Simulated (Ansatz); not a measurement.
Correlation energies of C₃H₅N (`NC1C=C1`) by basis set

```xyz
9

N     1.395   -0.209    0.262
C    -0.031   -0.315    0.431
C    -1.013   -0.063   -0.668
C    -0.894    0.869    0.226
H     1.808   -1.116    0.081
H     1.616    0.393   -0.523
H    -0.272   -1.025    1.222
H    -1.452   -0.393   -1.597
H    -1.156    1.859    0.567
```

Total charge 0; spin multiplicity 1. The geometry is a stationary point of PBE0-D4/def2-TZVP. It is one conformer, not always the lowest. Frozen core, restricted reference, the Gaussian-basis code of Ansatz. CBS rows extrapolate triple and quadruple zeta; past MP2 they add the triple-zeta difference.

```csv
basis,HF (Eh),MP2 corr.,CCSD corr.,(T),CCSD(T) total
def2-SVP,-170.72821,-0.56884,?,-0.02148,?
def2-TZVPP,?,-0.69444,?,-0.03303,?
def2-QZVPP,-170.93057,-0.74041,–,–,–
CBS(def2),-170.93168,?,-0.79863,as TZ,?
```

Fill in the withheld values. (Best estimate.)

Ansatz gave: def2-SVP CCSD corr.: -0.60291; def2-SVP CCSD(T) total: -171.35260; def2-TZVPP HF (Eh): -170.92256; def2-TZVPP CCSD corr.: -0.71861; def2-TZVPP CCSD(T) total: -171.67420; CBS(def2) MP2 corr.: -0.77447; CBS(def2) CCSD(T) total: -171.76334.
